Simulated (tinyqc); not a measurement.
Worked calculation: extended Hueckel theory, for SiH3. Computed by tinyqc, a small Python program that keeps every step (integrals from PySCF). Settings: charge = 0, K = 1.5, weighted = 1, multiplicity = 2. Command: `OMP_NUM_THREADS=1 python tinyqc.py 28747 28748 out.jsonl` (the two numbers bound the seeds that draw the settings). One thread of a shared host (Intel(R) Xeon(R) Processor @ 2.60GHz), about 0.01 s of CPU time with the checks.

## Overlaps

Geometry (angstrom):
```
atom,x,y,z
Si,0.00000,0.00000,0.13400
H,1.39500,0.00000,0.00000
H,-0.69700,1.20800,0.00000
H,-0.69700,-1.20800,0.00000
```

Parameters chosen for this run:
```
element,shell,Slater exponent,H_ii (eV)
H,1s,1.30000,-13.60000
Si,3s,1.38300,-17.30000
Si,3p,1.38300,-9.20000
```

Slater orbitals, each expanded in six Gaussians scaled to its exponent.

overlap S, lower triangle:
```
,1Si 3s,1Si 3px,1Si 3py,1Si 3pz,2H 1s,3H 1s,4H 1s
1Si 3s,1.00000
1Si 3px,0.00000,1.00000
1Si 3py,0.00000,0.00000,1.00000
1Si 3pz,0.00000,0.00000,0.00000,1.00000
2H 1s,0.43978,0.53961,0.00000,-0.05183,1.00000
3H 1s,0.43990,-0.26972,0.46746,-0.05185,0.04942,1.00000
4H 1s,0.43990,-0.26972,-0.46746,-0.05185,0.04942,0.04940,1.00000
```

## Wolfsberg-Helmholz matrix

diagonal H_ii (eV): 1Si 3s -17.30000, 1Si 3px -9.20000, 1Si 3py -9.20000, 1Si 3pz -9.20000, 2H 1s -13.60000, 3H 1s -13.60000, 4H 1s -13.60000

K = 1.50000

H_ij = K' S_ij (H_ii + H_jj)/2 for i != j (the diagonal keeps H_ii), with K' = K + D^2 + D^4 (1 - K), D = (H_ii - H_jj)/(H_ii + H_jj), K = 1.5.

H (eV), lower triangle:
```
,1Si 3s,1Si 3px,1Si 3py,1Si 3pz,2H 1s,3H 1s,4H 1s
1Si 3s,-17.30000
1Si 3px,0.00000,-9.20000
1Si 3py,0.00000,0.00000,-9.20000
1Si 3pz,0.00000,0.00000,0.00000,-9.20000
2H 1s,-10.28873,-9.45208,0.00000,0.90794,-13.60000
3H 1s,-10.29139,4.72455,-8.18832,0.90831,-1.00819,-13.60000
4H 1s,-10.29139,4.72455,8.18832,0.90831,-1.00819,-1.00769,-13.60000
```

## Orbitals

valence electrons = 7

Solve H C = S C e through S^(-1/2); fill by pairs from the bottom, a degenerate level sharing its electrons equally; each orbital has its largest coefficient positive (the first on a tie).

orbital energies (eV): -19.18421  -14.23221  -14.23163  -9.26118  2.48048  2.49654  5.29445

occupations: 2.00000  2.00000  2.00000  1.00000  0.00000  0.00000  0.00000

coefficients:
```
,MO1,MO2,MO3,MO4,MO5,MO6,MO7
1Si 3s,0.66326,0.00000,-0.00002,0.10941,0.00021,0.00000,1.29826
1Si 3px,0.00000,0.00000,0.33022,-0.00001,1.31934,0.00000,-0.00022
1Si 3py,0.00000,0.33023,0.00000,0.00000,0.00000,1.31982,0.00000
1Si 3pz,0.00584,0.00000,0.00000,0.98985,-0.00002,0.00000,-0.18967
2H 1s,0.22488,0.00000,0.62502,-0.04715,-0.95241,0.00000,-0.77450
3H 1s,0.22493,0.54117,-0.31242,-0.04716,0.47589,-0.82506,-0.77500
4H 1s,0.22493,-0.54117,-0.31242,-0.04716,0.47589,0.82506,-0.77500
```

sum of one-electron energies = -104.55727 eV

## Mulliken analysis

P = C n C^T; charge = valence electrons (H 1, Si 4) minus the sum of (P S)_ii on the atom; overlap population = 2 sum P_ij S_ij between two atoms.

charges: 1Si 0.63020, 2H -0.21022, 3H -0.20999, 4H -0.20999

Overlap populations:
```
pair,value
2-1,0.707871
3-1,0.708014
3-2,-0.028382
4-1,0.708014
4-2,-0.028382
4-3,-0.028364
```
